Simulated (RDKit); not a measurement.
RDKit input (UFF):

```python
from rdkit import Chem
from rdkit.Chem import AllChem, rdDetermineBonds

mol = Chem.MolFromXYZFile('mol.xyz')
rdDetermineBonds.DetermineBonds(mol, charge=0)
print('SMILES', Chem.MolToSmiles(Chem.RemoveHs(mol)))
ff = AllChem.UFFGetMoleculeForceField(mol)
e0 = ff.CalcEnergy()
flag = ff.Minimize(maxIts=5000, forceTol=1e-5)
print(f'energy {e0:.4f} -> {ff.CalcEnergy():.4f} kcal/mol, converged: {flag == 0}')
print(Chem.MolToXYZBlock(mol))
```
mol.xyz:
```
9

C      1.17178753    -0.40786818     0.00814112
C      0.00377973     0.55379578    -0.00922938
O     -1.19926796    -0.21360277     0.00218953
H     -1.95146033     0.38657997    -0.00867812
H      0.04636729     1.21437980     0.86589957
H      0.04839412     1.18483951    -0.90579449
H      2.11638052     0.13933088     0.00009803
H      1.13951779    -1.03119502     0.90289190
H      1.14154074    -1.06067865    -0.86540354
```

Output:

```
SMILES CCO
energy 3.0015 -> 1.0745 kcal/mol, converged: True
9

C      1.176234   -0.418003    0.008376
C     -0.011330    0.531895   -0.008941
O     -1.202055   -0.204295    0.002092
H     -1.936985    0.462543   -0.009957
H      0.034706    1.190741    0.886626
H      0.036757    1.160258   -0.926049
H      2.121894    0.164011   -0.000345
H      1.147887   -1.045559    0.924376
H      1.149932   -1.076009   -0.886064
```
